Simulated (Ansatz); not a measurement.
A calculation on zinc-blende HgS (metastable phase) returned lattice constant a 6.039 Å, bulk modulus 50.7 GPa, cohesive energy 1.43 eV/atom.

For reference: lattice constant a 5.841 Å (measured, 295 K, no zero-point or thermal correction; as tabulated in Cardona et al. (2009), arXiv:0908.2634).

### Question
Which level of theory produced these numbers?
A) PBE0 (Ansatz (a program for electronic structure))
B) LC-ωPBE (Ansatz)
C) PBEsol-D3(BJ) (Ansatz)
D) B3LYP (VWN-RPA form) (Ansatz)

### Answer
D, B3LYP (VWN-RPA form) (Ansatz)

The others give: PBEsol-D3(BJ) 5.818 Å, 65.9 GPa, 2.45 eV/atom; PBE0 5.919 Å, 60.2 GPa, 1.77 eV/atom; LC-ωPBE 5.826 Å, 74.7 GPa, 1.87 eV/atom.

Unless a cell is named, each level is at its own relaxed cell (B3LYP (VWN-RPA form) 27.53, LC-ωPBE 24.72, PBE0 25.92, PBEsol-D3(BJ) 24.62 Å³/atom).

Caveats: the cell is over a tenth larger than the published one: the level's own overestimate first of all, though another phase or state, or a fault of the published cell, is possible (B3LYP (VWN-RPA form)). Ansatz's density-functional and Hartree–Fock values are scalar-relativistic unless marked +SOC, with PAW data made under PBE.
